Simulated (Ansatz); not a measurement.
## TlSi₂: from a trial structure to a relaxed crystal

Computed with DFT PBE, scalar-relativistic, plane waves, PAW (Ansatz). Cutoff 420 eV, Γ-centred k mesh, Gaussian smearing, no spin polarisation in the final step.

The start puts TlSi₂ on the fluorite structure type (Fm-3m, No. 225), with Tl in place of Ca, Si in place of F, at a guessed volume.

```xyz
3
Lattice="0.0000 3.0658 3.0658 3.0658 0.0000 3.0658 3.0658 3.0658 0.0000" Properties=species:S:1:pos:R:3 pbc="T T T"
Tl    0.0000    0.0000    0.0000
Si    1.5329    1.5329    1.5329
Si    4.5986    4.5986    4.5986
```

Steps on the 6×6×6 mesh (3 atoms). 5 of 5 steps are shown, and the free energy counts from the last. Trial steps that were taken back and renewals of the plane-wave basis can be among the rows.

| step | ΔF (meV/atom) | V (Å³/atom) | P (GPa) |
| --- | --- | --- | --- |
| 1 | 302.9 | 19.21 | 21.83 |
| 2 | 54.5 | 22.16 | 7.00 |
| 3 | 7.8 | 23.88 | 2.07 |
| 4 | 2.1 | 24.69 | 0.29 |
| 5 | 0.0 | 24.69 | 0.35 |

A final relaxation ran on a 12×12×12 mesh. The relaxed crystal, Fm-3m (No. 225):

```cif
data_structure
_symmetry_space_group_name_H-M 'Fm-3m'
_symmetry_Int_Tables_number 225
_cell_length_a 6.6743
_cell_length_b 6.6743
_cell_length_c 6.6743
_cell_angle_alpha 90.000
_cell_angle_beta 90.000
_cell_angle_gamma 90.000
_cell_volume 297.31
loop_
_atom_site_label
_atom_site_type_symbol
_atom_site_symmetry_multiplicity
_atom_site_Wyckoff_symbol
_atom_site_fract_x
_atom_site_fract_y
_atom_site_fract_z
_atom_site_occupancy
Tl1 Tl 4 a 0.00000 0.00000 0.00000 1
Si1 Si 8 c 0.25000 0.75000 0.75000 1
```

For TlSi₂, the volume per atom is 24.78 Å³, the density is 5.82 g/cm³ and the energy over the elements is 0.97 eV/atom. The gap on the 12×12×12 mesh is 0 eV (a metal).

The zero of energy is the elements' standard structures at the same level; no fitted shifts are applied.

The final run used a 12×12×12 mesh on its 3-atom cell and 0.10 eV smearing. The k mesh leaves about 4 meV/atom of noise in metals. Spin–orbit coupling is left out.

A structure relaxed within its symmetry needn't be a true minimum.